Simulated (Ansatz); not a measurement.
Geometry optimisation, Ansatz, RKS B3LYP-D4/6-31G*.

Input file:

```yaml
crystal:
  periodic: [false, false, false]
  atoms:
    - { symbol: B, position_ang: [-0.032601, 0.37027, -0.519223] }
    - { symbol: "N", position_ang: [-0.001655, 0.078956, 2.194002] }
    - { symbol: H, position_ang: [-0.807075, -0.220514, 2.738521] }
    - { symbol: H, position_ang: [0.804873, 0.125798, 2.810612] }
    - { symbol: H, position_ang: [1.03481, -0.040879, -0.853947] }
    - { symbol: H, position_ang: [-1.028236, -0.232348, -0.780861] }
    - { symbol: H, position_ang: [-0.122384, 1.445741, -0.008542] }
    - { symbol: H, position_ang: [-0.187533, 1.028478, 1.819839] }
basis:
  gaussian: { orbitals: "6-31G*" }
hamiltonian:
  xc: b3lyp
  dispersion: d4
relax:
  f_tol: 0.03
  max_steps: 50
```

Command:

```bash
$ ansatz run input.yaml --threads 1 --pin off --max-ram 2048MiB --backend cpu --events-out ev --progress --plain --runs-dir out
```

Problem. Where does it end, and by what steps?

Solution. The run converged. After 9 steps the energy has fallen by 1.227 eV; H3 moved furthest, 0.92 Å. Joined: B1–N2 (2.73 → 1.67 Å).

```
step  energy less start (eV)  largest force component (eV/Å)  accepted
   0                  0.0000                           0.795       yes
   1                 -0.1350                           1.116       yes
   2                 -0.3546                           1.950       yes
   3                 -0.7190                           2.053       yes
   4                 -1.0595                           1.548       yes
   5                 -1.0979                           1.310       yes
   6                 -1.1912                           0.214       yes
   7                 -1.2235                           0.049       yes
   8                 -1.2266                           0.043       yes
   9                 -1.2271                           0.004       yes
```

```xyz
8
Properties=species:S:1:pos:R:3
B -0.037 0.351 0.067
N -0.048 0.289 1.735
H -0.325 -0.635 2.067
H 0.876 0.493 2.117
H 0.778 -0.483 -0.262
H -1.173 0.082 -0.255
H 0.291 1.488 -0.192
H -0.702 0.969 2.124
```

Whether the end is a true minimum wasn't checked by a vibrational analysis.

Time of the run: 11 s on 1 thread of Arm Neoverse V1, on a shared host, peak memory 0.1 GiB.
